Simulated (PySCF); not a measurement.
**`O=c1cc1C=S`, C$_{4}$H$_{2}$OS**

Molfile (atoms numbered from 1):
```
C4H2OS
     RDKit          3D

  8  8  0  0  0  0  0  0  0  0999 V2000
   -1.6318    1.9219   -0.3947 O   0  0  0  0  0  0  0  0  0  0  0  0
   -1.1486    0.8564   -0.1621 C   0  0  0  0  0  0  0  0  0  0  0  0
   -1.1896   -0.5006    0.2029 C   0  0  0  0  0  0  0  0  0  0  0  0
    0.0281    0.0060   -0.0487 C   0  0  0  0  0  0  0  0  0  0  0  0
    1.4416   -0.2066   -0.1166 C   0  0  0  0  0  0  0  0  0  0  0  0
    2.3183   -0.7297    1.1333 S   0  0  0  0  0  0  0  0  0  0  0  0
   -1.7114   -1.4241    0.4194 H   0  0  0  0  0  0  0  0  0  0  0  0
    1.9101    0.0868   -1.0583 H   0  0  0  0  0  0  0  0  0  0  0  0
  1  2  2  0
  2  3  1  0
  3  4  2  0
  4  5  1  0
  5  6  2  0
  4  2  1  0
  3  7  1  0
  5  8  1  0
M  END
```

Method used: quadratic response CAM-B3LYP/aug-cc-pVTZ first hyperpolarisability, Taylor convention, gas phase (PySCF 2.14.0). Geometry: PBE0-D3(BJ)/def2-TZVP.

What is the first hyperpolarisability, and how does it disperse?

In au, Taylor convention; the vector part is βᵢ = ⅓ Σⱼ (βᵢⱼⱼ + βⱼᵢⱼ + βⱼⱼᵢ); β∥ is 3/5 of the vector part along the dipole, the dipole points from − to +:
```tsv
process	λ (nm)	β vector norm	β∥	β HRS	depolarisation ratio
static β(0;0,0)	∞	1001.9	-328.2	401.6	5.62
second harmonic β(−2ω;ω,ω)	1907	1144.8	-370.3	459.8	5.57
Pockels β(−ω;ω,0)	1907	1045.0	-341.0	–	–
Pockels β(−ω;ω,0)	1064	1156.1	-373.7	–	–
```

Second harmonics within 0.3 eV of the first excitation or beyond it are left out.

Which lowest excitations, dipole and polarisabilities go with it?

S1 2.12 eV (f = 0.000); S2 3.56 eV (f = 0.058); S3 4.88 eV (f = 0.046); dipole 3.15 D; isotropic α 73.6 au static, 74.0 au at 1907 nm, 75.0 au at 1064 nm, 75.4 au at 953.5 nm.
